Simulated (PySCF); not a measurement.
**Removing an electron from thio-thionyl fluoride**

Species: thio-thionyl fluoride, S2F2.
Z-matrix (Å and degrees, PBE0-D3(BJ)/def2-TZVP geometry), rows numbered from 1:
```
F 
S   1  1.6057
F   2  1.6066  1   92.04
S   2  1.8587  1  107.88  3   109.60
```

Level: wB97X-D/aug-cc-pVTZ (PySCF). Frontier orbitals with their largest atomic shares (Löwdin; up to four atoms above 4 %):

```csv
orbital,ε (eV),main atoms
HOMO−3,-14.73,"F3 47 %, F1 46 %, S2 6 %"
HOMO−2,-12.29,"S2 39 %, S4 31 %, F3 15 %, F1 15 %"
HOMO−1,-10.69,"S4 62 %, S2 26 %, F3 6 %, F1 6 %"
HOMO,-9.99,?
LUMO,-0.47,"S2 47 %, S4 33 %, F3 10 %, F1 10 %"
LUMO+1,0.89,"S2 44 %, S4 28 %, F1 14 %, F3 14 %"
LUMO+2,1.32,"S4 57 %, S2 38 %"
```

Problem. What vertical ionisation energy does ΔSCF give, and how far is −ε(HOMO) from it?

Solution. ΔSCF: 10.54 eV (1017 kJ/mol; threshold wavelength 118 nm); ⟨S²⟩ of the doublet left behind is 0.757, against 0.75 for a pure doublet. −ε(HOMO) is 9.99 eV, 0.55 eV below it. For the exact functional −ε(HOMO) would equal the first vertical ionisation energy; wB97X-D (range-separated hybrid) falls short of its own ΔSCF value by 5 %.

Problem. On which atoms does the HOMO lie?

Solution. S4 (sulfur bonded to S) 63 %, S2 (sulfur bonded to 2 F and S) 28 %, F3 (sulfur-bound fluorine) 4 %, F1 (sulfur-bound fluorine) 4 %, so more than half of it is on one atom. The HOMO−1 lies 0.70 eV lower.

Problem. And the vertical electron affinity, the fundamental gap, Mulliken's electronegativity and the hardness (with the factor ½)?

Solution. EA = 0.11 eV by ΔSCF (−ε(LUMO) = 0.47 eV). IE − EA = 10.43 eV against an orbital gap of 9.52 eV; (IE + EA)/2 = 5.32 eV; (IE − EA)/2 = 5.21 eV. Parr's electrophilicity index (IE + EA)²/[8(IE − EA)] is 1.36 eV.

Problem. What kinetic energy would electrons from this vertical process carry with He II light (40.814 eV)?

Solution. 40.81 − 10.54 = 30.27 eV.

Problem. How many of the 10 lowest singlet excitations (vertical TDDFT, same level) lie below the ionisation energy?

Solution. All 10; they run from 4.23 to 8.44 eV.

Problem. With α = 44.7 au, estimate the like-pair dispersion coefficient by London's formula C6 = (3/4)α²I.

Solution. I = 0.3874 Eh, so C6 ≈ 580 au, a rough estimate.

Isolated species at its PBE0-D3(BJ)/def2-TZVP geometry, gas phase.

wB97X-D is run here without its empirical dispersion term; that term would change no orbital, density or response property at a fixed geometry.
